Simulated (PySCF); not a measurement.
# How methods differ on the ionisation energy of N

N [He] 2s2 2p3 (4S) → N+ [He] 2s2 2p2 (3P), as a difference of total energies. Calculation: PySCF 2.14, in x2c-TZVPPall (5s3p2d1f, 31 functions); scalar relativity by spin-free X2C-1e. Correlated levels: valence: 1s2 frozen; valence and next inner shell: nothing frozen. The calculations carry no spin-orbit coupling.

```tsv
method	ionisation energy (eV)
UHF	13.891
LDA	14.988
PBE	14.710
PBE0	14.688
r2SCAN	14.793
TPSS	14.650
M06-L	14.701
r2SCANh	14.774
BHandHLYP	14.430
ROHF	13.951
MP2 (valence)	14.557
SCS-MP2 (valence)	14.304
MP2 (valence and next inner shell)	14.569
SCS-MP2 (valence and next inner shell)	14.312
```

How much does correlation contribute at MP2 (valence and next inner shell)?

14.569 − (13.891) = 0.678 eV, measured against UHF.

Errors of the correlated levels include the incompleteness of this basis and the frozen core.

For comparison: 14.545 eV (measured; NIST levels, between the centres of gravity of the two terms).
